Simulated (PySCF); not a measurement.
Static response to an electric field

Compound: carbonyl fluoride, CF2O.
Numbering: `[O:1]=[C:2]([F:3])[F:4]`

Cartesian coordinates in Å at the PBE0-D3(BJ)/def2-SVP level; atoms count from 1:
```
atom  x, y, z in Å
O1    -0.3473    1.0568    0.7936
C2    -0.0629    0.0280    0.3117
F3     0.9437   -0.7310    0.6569
F4    -0.6988   -0.5626   -0.6650
```

Level: CAM-B3LYP/def2-SVPD (PySCF), static field, nuclei fixed, core orbitals frozen in the response. The polarisability tensor in these axes (au):

```
x   17.20 -2.17  1.52
y   -2.17 20.49  2.92
z    1.52  2.92 17.11
```

Task: Give the principal values, the mean and the anisotropy Δα = √{½[(α1 − α2)² + (α2 − α3)² + (α1 − α3)²]}.

Result: Principal values 13.71, 18.63 and 22.45 au; mean 18.27 au = 2.71 Å³ = 3.01 × 10⁻⁴⁰ C²·m²/J; Δα = 7.59 au (42 % of the mean).

Task: What is the dipole moment, and where does it point?

Result: (0.27, -0.97, -0.46) D, 1.11 D in size, pointing from the negative to the positive side. Measured along this direction, the outermost atoms are O1 at the negative end and F3 and F4 at the positive end.

Task: What would n − 1 = 2πNα be for an ideal gas of these molecules at 350 K and 1 atm, electronic part alone?

Result: N = p/kT = 2.0968 × 10¹⁹ cm⁻³, so n − 1 = 2π × N × 2.71 × 10⁻²⁴ cm³ = 357 × 10⁻⁶ at long wavelengths, for an ideal gas.

Task: What molar refraction does this α imply?

Result: Lorentz–Lorenz: R = (4π/3)N_A α = 2.5225 cm³/(mol·Å³) × 2.71 Å³ = 6.8 cm³/mol, in the limit of long wavelengths.

Task: Along which axes do the principal values lie, and how far do the nuclei extend along each?

Result: Largest value along (-0.24, 0.88, 0.41), where the nuclei span 1.94 Å; middle along (0.78, -0.08, 0.63), 2.12 Å; least along (-0.58, -0.47, 0.66), 0.00 Å. The strongest response doesn't lie along the longest of the three spans.

Geometry: PBE0-D3(BJ)/def2-SVP; no solvent, vibrations or thermal averaging.

These values come from a run that also computed excited states and ΔSCF ions. Time: 9.3 s; peak memory 0.39 GiB. Hardware: one thread of an Intel Xeon Platinum 8252C at 3.80 GHz, no GPU, shared host.
